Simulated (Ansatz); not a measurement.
Two isomers of C4H6F2: A = `FCC1(F)CC1`, B = `CC/C(F)=C\F`.

Calculated with Ansatz (gas phase, PBE0-D4/def2-TZVP geometries, no zero-point term in ΔE). CCSD(T)/CBS adds triple-zeta CCSD(T) − MP2 to the extrapolated MP2 energy (def2 sets, frozen cores). DFT in def2-TZVPP. B3LYP here is the variant with VWN-RPA as its local correlation; programs differ in this. Each species was taken in one conformer, which may not be the lowest.

Problem. Which is lower in electronic energy at CCSD(T)/CBS, and by how much? (An estimate is asked.)

Solution. Ansatz gave: B, by 25.5 kJ/mol.

Problem. Give E(B) − E(A) in kJ/mol with r2SCAN-D4, PBE-D4, ωB97M-V, CCSD/def2-TZVPP, B3LYP, CCSD(T)/def2-TZVPP, B3LYP-D4. (Best estimate.)

Solution. The calculation gave: r2SCAN-D4 -23.3, PBE-D4 -27.3, ωB97M-V -20.8, CCSD/def2-TZVPP -22.6, B3LYP -35.9, CCSD(T)/def2-TZVPP -24.9, B3LYP-D4 -34.9. None reverses the order clearly.

Largest T1 diagnostic: 0.011.

From PBE to PBE0 (25 % exact exchange), in def2-TZVPP and without D4, E(B) − E(A) moves by +10.0 kJ/mol.
